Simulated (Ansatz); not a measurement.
Basis-set extrapolation for `CC1=C(O)N1` (PBE0-D4/def2-TZVP geometry, frozen core, Ansatz 0.2.0). Multiplicity 1, RHF reference.

```json
{"": "HF", "def2-TZVPP": "-245.788390", "def2-QZVPP": "-245.799823"}
{"": "MP2 correlation", "def2-TZVPP": "-0.931040", "def2-QZVPP": "-0.995918"}
{"": "CCSD(T) correlation", "def2-TZVPP": "-0.994790", "def2-QZVPP": "not run"}
```

Energies in hartree. Use E(X) = E(∞) + A·exp(−7.88·√X) for Hartree–Fock and E(X) = E(∞) + B·X^(−2.97) for correlation, with X = 3 and 4, and add CCSD(T) minus MP2 of the smaller set to the MP2 limit.

Task: What is the CCSD(T) energy at the basis-set limit?

Result: HF limit: -245.799823 + (-0.011433) × 0.13774 = -245.80140. MP2 limit: -0.995918 + (-0.064878) × 0.74074 = -1.04398. Higher-order term: -0.994790 − (-0.931040) = -0.06375. Total: -246.90913 hartree, 330.7 kJ/mol below CCSD(T)/def2-TZVPP.
